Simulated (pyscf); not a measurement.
Elementary routes open to Cl–SiH(Cl)–Cl (SMILES Cl[SiH](Cl)Cl) + NH₃ (SMILES N) in the gas phase (singlet surface):
A. H₂N–Si(Cl)(Cl)–Cl (SMILES N[Si](Cl)(Cl)Cl) + H₂ (SMILES [H][H]) (H–Si, H–N broken; N–Si, H–H formed)
B. HCl (SMILES Cl) + H₂N–SiH(Cl)–Cl (SMILES N[SiH](Cl)Cl) (Cl–Si, H–N broken; Cl–H, N–Si formed)

Structures and frequencies: ωB97X-D3(BJ)/def2-SVP in PySCF.

Task: Rank the routes by free-energy barrier at 1200 K, lowest first, for ωB97M-D3(BJ)/def2-TZVP energies (ideal gas, 1 atm, RRHO with modes under 100 cm⁻¹ raised to 100, one conformer, R ln 2 for chiral ones without a mode under 150 cm⁻¹).

Result: B (52.9 kcal/mol), A (74.5 kcal/mol)

Route B is the fastest of these, ahead of the next by 21.6 kcal/mol. The most stable products are those of A (ΔG = -14.8 kcal/mol), whose barrier is 21.6 kcal/mol higher: the kinetic and the thermodynamic product differ. At 298 K B is still the fastest. A: On the reactant side the descent ends in an adduct with a N–Si contact (not fully relaxed), 5.7 kcal/mol under the separated species and 43.2 kcal/mol under the saddle at ωB97X-D3(BJ)/def2-TZVP. B: On the reactant side the descent ends in an adduct with a N–Si contact (not fully relaxed), 5.9 kcal/mol under the separated species and 19.5 kcal/mol under the saddle at ωB97X-D3(BJ)/def2-TZVP. On the product side the descent ends in a complex, 5.4 kcal/mol under the separated species and 10.6 kcal/mol under the saddle at ωB97X-D3(BJ)/def2-TZVP. Only these routes are compared; each barrier is that of the saddle found, and lower ones may exist.
